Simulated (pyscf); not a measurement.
A first-order saddle from PySCF, ωB97X-D3(BJ)/def2-SVP:

```xyz
9

Sb     0.6918     1.8936     0.1626
F     -0.6379     0.2811    -0.5038
F      2.5072     1.7554     0.7753
F      1.3180     1.6294    -1.6223
Si    -1.4805    -0.6268     0.8450
Cl     0.5010    -0.2391     1.7563
Cl    -1.9122    -2.0630    -0.5509
Cl    -2.0766    -1.6881     2.5314
Cl    -2.6769     1.0470     1.0825
```
Charge 0, spin multiplicity 1.

Surface: singlet, charge 0. Lowest wavenumbers (cm⁻¹): 77i, 40, 62, 75, 111.

Q: Name the species on either side of this saddle.

A: `[F][Sb]([F])[F]` + `[Cl][Si]([Cl])([Cl])[Cl]` <-> `[F][Sb]([F])[Cl]` + `[F][Si]([Cl])([Cl])[Cl]`, a four-centre exchange read from left to right: F–Sb, Cl–Si broken and Cl–Sb, F–Si formed. At ωB97M-D3(BJ)/def2-TZVP it lies +86.1 kJ/mol from the left side and +142.2 kJ/mol from the right (each side as separated species at their lowest minima found). On the reactant side the descent ends in a complex, 19.9 kJ/mol under the separated species and 87.0 kJ/mol under the saddle at ωB97X-D3(BJ)/def2-TZVP. On the product side the descent ends in a complex, 18.8 kJ/mol under the separated species and 142.9 kJ/mol under the saddle at ωB97X-D3(BJ)/def2-TZVP. At ωB97X-D3(BJ)/def2-TZVP the barrier from the zero used here is 67.1 kJ/mol. This is the saddle that the search found; another between the same sides may lie lower. Elements past Kr carry the def2 core potentials, without spin-orbit coupling.
